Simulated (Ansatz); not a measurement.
Basis-set extrapolation for C2H3NO, SMILES `N=C=CO` (PBE0-D4/def2-TZVP geometry, frozen core, Ansatz). Multiplicity 1, RHF reference.

```json
{"": "HF", "def2-TZVPP": "-206.802808", "def2-QZVPP": "-206.812153"}
{"": "MP2 correlation", "def2-TZVPP": "-0.745294", "def2-QZVPP": "-0.798813"}
{"": "CCSD(T) correlation", "def2-TZVPP": "-0.795931", "def2-QZVPP": "not run"}
```

Energies in hartree. Use E(X) = E(∞) + A·exp(−7.88·√X) for Hartree–Fock and E(X) = E(∞) + B·X^(−2.97) for correlation, with X = 3 and 4, and add CCSD(T) minus MP2 of the smaller set to the MP2 limit.

What is the CCSD(T) energy at the basis-set limit?

HF limit: -206.812153 + (-0.009345) × 0.13774 = -206.81344. MP2 limit: -0.798813 + (-0.053519) × 0.74074 = -0.83846. Higher-order term: -0.795931 − (-0.745294) = -0.05064. Total: -207.70254 hartree, 2.82 eV below CCSD(T)/def2-TZVPP.
